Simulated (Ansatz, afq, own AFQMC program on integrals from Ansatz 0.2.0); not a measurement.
Where AFQMC and coupled cluster stand for AlSiH$_{2}$, doublet

```yaml
atoms:
  - { symbol: Si, position_ang: [-0.0629, 0.0000, 1.2921] }
  - { symbol: Al, position_ang: [0.0340, 0.0000, -1.5088] }
  - { symbol: H, position_ang: [0.4209, -1.3285, 2.1923] }
  - { symbol: H, position_ang: [0.4209, 1.3285, 2.1923] }
```

Connectivity, by distances: SiH2–Al.

Basis cc-pVDZ. Noble-gas cores (and the filled d shells of Ga–Kr and In–Xe) are frozen. AFQMC by an in-house program on the Cholesky factors that Ansatz 0.2.0 writes for its CCSD(T) run. ph-AFQMC/CISD is guided by a CISD state made of CCSD amplitudes; releasing the constraint for a short imaginary time cuts its bias at the price of noise, slowly where states lie close. Uncertainties: one standard error, sampling alone.

Determinant: ROHF, the one that the program's search chose, which needn't be the lowest solution. The geometry is a point of a scan.

No full CI on the walks' own integrals is used here; CCSDT(Q) serves as the reference and is uncertain by about the last step of the cluster series.

Cautions: higher spins were not checked; a spin-contaminated unrestricted determinant lies lower (UHF 152 meV lower, ⟨S²⟩ 0.91).

```
T1 diagnostic                               : 0.0376
weight of the determinant in the CISD state : 0.835
size of the correlated space                : 9 electrons in 36 orbitals
```

Reference: CCSDT(Q), correlation energy -4.972 eV. The released energy is read at 2.40 1/Eh (meV from the phaseless value at times in 1/Eh: -9 ± 15 at 0.24, -3 ± 18 at 0.51, 0 ± 20 at 0.99, -24 ± 13 at 1.62, 10 ± 12 at 2.40).

| level | E − E(reference) (kJ/mol) | share of correlation (%) |
| --- | --- | --- |
| HF | 479.7 | 0.00 |
| MP2 | 126.9 | 73.55 |
| CCSD | 20.3 | 95.76 |
| CCSD(T) | 5.3 | 98.88 |
| CCSDT | 0.9 | 99.81 |
| ph-AFQMC/HF | 5.9 ± 5.1 | 98.78 |
| ph-AFQMC/CISD | 0.4 ± 1.6 | 99.91 |
| released AFQMC | 1.4 ± 1.2 | 99.72 |

A walk keeps the symmetry of its determinant, which the program's search chose and which needn't be the lowest solution, so a lower state of the same spin and another symmetry isn't excluded. Released energies are given only where the last usable release times agree within the noise; a slower fall can still hide under it.
